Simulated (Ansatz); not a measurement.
Ideal-gas functions of CH5NS, SMILES `NCS` at 600 K and 1 bar, from an Ansatz frequency run at PBE0-D4/def2-TZVP.

Molar mass 63.12 g/mol, point group C1 (symmetry number 1), electronic degeneracy 1, moments of inertia 15.155, 93.41, 100.939 u Å². Harmonic wavenumbers (cm⁻¹, unscaled): 180, 204, 385, 685, 778, 836, 1018, 1095, 1187, 1281, 1369, 1486, 1648, 2708, 3017, 3103, 3517, 3608.

Use S(trans) = R[1.5 ln M + 2.5 ln T − 1.1517]; rotational temperatures θ = 24.2544 K / I; S(rot) = R[ln(√π/σ · √(T³/θAθBθC)) + 1.5]; for each mode x = 1.438777 ν̃/T, S = R[x/(eˣ − 1) − ln(1 − e⁻ˣ)] and H = RT x/(eˣ − 1); 1 cm⁻¹ = 0.0119627 kJ/mol; R = 8.31446 J/(mol·K).

By hand: the entropy, in J/(mol·K).

Translation 175.1. Rotation: θ = 1.6004, 0.2597, 0.2403 K, giving 106.6. Vibration, mode by mode: 15.36, 14.34, 9.27, 5.06, 4.24, 3.80, 2.69, 2.33, 1.96, 1.64, 1.38, 1.10, 0.81, 0.09, 0.05, 0.04, 0.02, 0.01, in all 64.2. Electronic 0.0. Sum 345.9 J/(mol·K).

By hand: H − E and G − E in kJ/mol, counted from the electronic energy.

Zero-point energy ½ × 28105 × 0.0119627 = 168.1; thermal vibration 21.6; translation, rotation and pV give 4 RT = 20.0. H − E = 209.7 kJ/mol, and G − E = 209.7 − 600 × 345.9/1000 = 2.2 kJ/mol.

Vibration gives 19 % of the entropy. The sum counts one conformer and one mirror image; others add a mixing term.
